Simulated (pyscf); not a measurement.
## Multi-bond step: F–GeH(F)–F + hydrogen fluoride (HF) → hydrogen fluoride (HF) + F–Ge:–F [singlet] + hydrogen fluoride (HF)

Gas phase, singlet surface, charge 0. Bonds broken: F1–Ge2, Ge2–H5, F6–H7. Bonds formed: F1–H7, H5–F6. Structures and frequencies: ωB97X-D3(BJ)/def2-SVP in PySCF.

Transition state (Å):

```xyz
7

F      0.0598    -0.0568     0.7306
Ge    -1.4358    -0.4934    -0.4485
F     -1.3133    -2.2162    -0.4514
F     -2.7539    -0.2401     0.6386
H     -0.4793     0.6872    -1.3315
F      0.5397     1.2623    -1.0371
H      0.5117     0.7015    -0.0536
```

One imaginary mode, 1398i cm⁻¹; descent along it reached the two sides named, in the forms told below.

| bond | change | reactant side (Å) | saddle | product side |
|---|---|---|---|---|
| F1–Ge2 | breaks | 1.740 | 1.954 | 2.335 |
| Ge2–H5 | breaks | 1.508 | 1.757 | 2.6 |
| F6–H7 | breaks | 0.933 | 1.132 | 1.659 |
| F1–H7 | forms | 1.900 | 1.181 | 0.947 |
| H5–F6 | forms | 2.7 | 1.207 | 0.936 |

Electronic energies relative to the separated reactants (kcal/mol):

```
level                   barrier  reaction energy  reverse barrier
----------------------  -------  ---------------  ---------------
ωB97X-D3(BJ)/def2-TZVP     33.5            +27.0              6.5
PBE/def2-TZVP              19.8            +19.8              0.0
r²SCAN/def2-TZVP           26.2            +27.9             -1.8
B3LYP-D3(BJ)/def2-TZVP     27.8            +20.4              7.4
PBE0-D3(BJ)/def2-TZVP      28.3            +25.0              3.3
M06-2X/def2-TZVP           35.5            +30.6              5.0
ωB97M-D3(BJ)/def2-TZVP     31.3            +21.6              9.7
HF/def2-TZVP               59.2            +30.0             29.2
```

With ωB97M-D3(BJ)/def2-TZVP energies and thermal terms (ideal gas, 1 atm, RRHO with modes under 100 cm⁻¹ raised to 100, one conformer, R ln 2 for rigid chiral ones), in kcal/mol:

```csv
T (K),ΔH‡,ΔG‡,ΔH,ΔG
298,29.6,38.8,+21.5,+10.8
600,29.3,48.4,+21.4,-0.1
900,29.5,57.9,+20.7,-10.7
1200,30.0,67.3,+19.7,-21.0
```

On the reactant side the descent ends in a complex (not fully relaxed), 5.0 kcal/mol under the separated species and 38.5 kcal/mol under the saddle at ωB97X-D3(BJ)/def2-TZVP. On the product side the descent ends in a bound adduct, 11.2 kcal/mol under the separated species and 17.8 kcal/mol under the saddle at ωB97X-D3(BJ)/def2-TZVP. At r²SCAN the saddle lies under the separated products, which points to a path from their complex (located at ωB97X-D3(BJ) alone), and parting the products costs more than the saddle. This is the saddle that the search found; another between the same sides may lie lower. Elements up to Kr have no core potential and no relativistic terms here.
